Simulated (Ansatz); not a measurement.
**FH₂SSi− (SMILES F[SiH2][S-]): single points off equilibrium**

The task here is to estimate one member of a computed series from the others.

Method: single points in def2-TZVPPD; program: Ansatz 0.2.0, Gaussian basis.

Correlated methods freeze the cores.

### Starting geometry

5 atoms, charge -1, spin multiplicity 1.

Atoms are counted from 1 here; the program's logs count them from 0.

Bond lengths: F1–Si2 1.632 Å, Si2–S3 1.924 Å, Si2–H4 1.530 Å, Si2–H5 1.369 Å. Angles: F1–Si2–S3 116.9°, F1–Si2–H4 75.7°, F1–Si2–H5 105.8°, S3–Si2–H4 127.3°, S3–Si2–H5 117.7°, H4–Si2–H5 104.9°.

Geometry (Å):

```tsv
atom	x (Å)	y (Å)	z (Å)
F1	-0.4779	-0.2468	1.4639
Si2	0.0165	0.0089	-0.0706
S3	-1.0536	1.1933	-1.1450
H4	-0.1084	-1.5117	0.0388
H5	1.3599	0.2591	0.0074
```

The first run:

The input, run/in.yaml:

```yaml
crystal:
  periodic: [false, false, false]
  atoms:
    - {symbol: F, position_ang: [-0.477900, -0.246800, 1.463900]}
    - {symbol: Si, position_ang: [0.016500, 0.008900, -0.070600]}
    - {symbol: S, position_ang: [-1.053600, 1.193300, -1.145000]}
    - {symbol: H, position_ang: [-0.108400, -1.511700, 0.038800]}
    - {symbol: H, position_ang: [1.359900, 0.259100, 0.007400]}
basis:
  gaussian: {orbitals: "def2-TZVPPD.json"}
total_charge: -1
correlation: {method: ccsd_t}
output: {forces: true}
```

The basis file named in the input lies beside it (Basis Set Exchange, JSON).

No record of the launch command was kept for these runs.

Among the steps run: CCSD(T)/def2-TZVPPD; PBE0-D4/def2-TZVPPD; wB97M-V/def2-TZVPPD; r2SCAN-D4/def2-TZVPPD; PBE-D4/def2-TZVPPD; BHLYP-D4/def2-TZVPPD; CAM-B3LYP-D4/def2-TZVPPD.

One table of the session follows, with a row left open; its other results are not shown here.

```
      method  RMS force component (eV/Å)  angle to CCSD(T) forces (°)
     CCSD(T)                       1.696                    reference
     PBE0-D4                       1.642                          3.6
     wB97M-V                       1.621                          2.5
   r2SCAN-D4                       1.643                          3.0
      PBE-D4                       1.671                          8.1
    BHLYP-D4                           ?                            ?
CAM-B3LYP-D4                       1.614                          3.1
```

Q: Estimate the row for BHLYP-D4 from the others.

**Answer.** RMS force component (eV/Å): 1.650; angle to CCSD(T) forces (°): 6.0. In the column «RMS force component (eV/Å)» it lies between r2SCAN-D4 (1.643) and PBE-D4 (1.671).
